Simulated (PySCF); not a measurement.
Species: CH₄.
InChI=1S/CH4/h1H4

The calculation used PBE0/pcSseg-1 in PySCF (dipole) on a GFN2-xTB geometry, gas phase.

Masses are those of the commonest isotopes; rigid-rotor values at the optimised geometry. 

(1) Give the principal moments of inertia and the rotational constants in MHz.

(2) What kind of rotor is it?

Results:

(1) Ia = 3.15, Ib = 3.15, Ic = 3.15 u·Å²; 505379 MHz·u·Å²/I gives A = 160579, B = 160568, C = 160566 MHz.

(2) A spherical top, as the point group Td requires three equal moments; the computed ones differ by 0.01 % because the geometry is symmetric only within the optimiser's tolerance.

The point group Td allows no dipole (computed: 0.00 D), so a rigid rotor has no electric-dipole lines.

Task: Estimate the classical rotational partition function at 200 K and 298.15 K.

Result: Point group Td, symmetry number σ = 12; q = (√π/σ)·√((kT/h)³/(ABC)), k/h = 20836.6 MHz/K: 19.5 at 200 K, 35.5 at 298.15 K.

Whether it is a minimum is left open (no frequencies). No vibrational averaging or centrifugal distortion is included, and the geometry carries the error of its method.

Cost: about 1.7 s of CPU time on one thread; the machine was shared, so the figure is rough. This is the PBE0/pcSseg-1 job that gave the dipole, with the shieldings it also computed.
